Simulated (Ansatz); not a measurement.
C₄H₆F₂, SMILES `C/C(F)=C/CF`, relaxed with RKS PBE-D4/def2-SVP in Ansatz 0.2.0 from a rough embedded geometry. The force threshold is 0.03 eV/Å; the program also tests the step.

Charge 0, multiplicity 1.

Start:

```xyz
12

C     0.552    1.244   -1.444
C     0.491    0.068   -0.489
F     1.454   -0.919   -0.587
C    -0.557   -0.073    0.446
C    -0.601   -1.250    1.353
F    -0.784   -0.776    2.642
H    -0.220    1.975   -1.246
H     1.528    1.741   -1.221
H     0.564    0.945   -2.436
H    -1.250    0.714    0.528
H     0.304   -1.845    1.353
H    -1.483   -1.825    1.101
```

Task: By how much does the energy fall, and how many steps does the optimiser take? (Best estimate.)

Result: Ansatz gave: 46.74 kJ/mol, in 5 steps.

Task: Which bonds change most? (An estimate is asked.)

Result: The calculation gave: C1–H9 from 1.035 to 1.111 Å; C2–C4 from 1.411 to 1.347 Å; C4–H10 from 1.051 to 1.101 Å; C5–H12 from 1.082 to 1.115 Å.

Task: Give the relaxed structure. (An estimate is asked.)

Result: Ansatz gave: 
```xyz
12

C     0.602    1.247   -1.415
C     0.441    0.118   -0.457
F     1.430   -0.804   -0.580
C    -0.535   -0.068    0.453
C    -0.617   -1.241    1.374
F    -0.730   -0.817    2.698
H    -0.206    1.991   -1.295
H     1.580    1.750   -1.256
H     0.597    0.876   -2.462
H    -1.328    0.692    0.523
H     0.283   -1.884    1.273
H    -1.516   -1.861    1.144
```
